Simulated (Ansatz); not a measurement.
```yaml
crystal:
  periodic: [false, false, false]
  atoms:
    - {symbol: O, position_ang: [0.000000, 0.000000, 0.000000]}
    - {symbol: C, position_ang: [0.000000, 0.000000, 1.320600]}
basis:
  gaussian: {orbitals: def2-TZVP}
total_charge: 1
magnetization: {spin_polarized: true, initial_magnetization: 1}
hamiltonian: {xc: pbe0}
relax: {f_tol: 0.004, max_steps: 80}
```

```sh
$ ansatz run in.yaml --threads 1 --pin off --events-out ev --progress --plain --max-ram 2176MiB
```

Steps of the relaxation (energy above the last step; positions in Å, forces in eV/Å):

```
2
step 1, 1917.7 meV
O     0.000    0.000    0.000    0.000    0.000   13.586
C     0.000    0.000    1.321    0.000    0.000  -13.586
```

```
2
step 2, 88.2 meV
O     0.000    0.000    0.088    0.000    0.000    4.495
C     0.000    0.000    1.232    0.000    0.000   -4.495
```

```
2
step 3, 85.9 meV
O     0.000    0.000    0.124    0.000    0.000   -5.275
C     0.000    0.000    1.196    0.000    0.000    5.275
```

```
2
step 4, 0.4 meV
O     0.000    0.000    0.106    0.000    0.000    0.323
C     0.000    0.000    1.215    0.000    0.000   -0.323
```

```
2
step 5, 0.0 meV
O     0.000    0.000    0.107    0.000    0.000    0.000
C     0.000    0.000    1.213    0.000    0.000    0.000
```

Close pairs at the end: O1–C2 1.106 Å.

A stationary point of unrestricted PBE0 after 5 steps, with ⟨S²⟩ = 0.772 against 0.75 for a pure state. 2.4 s on 1 thread of Intel Xeon 6975P-C, shared host.
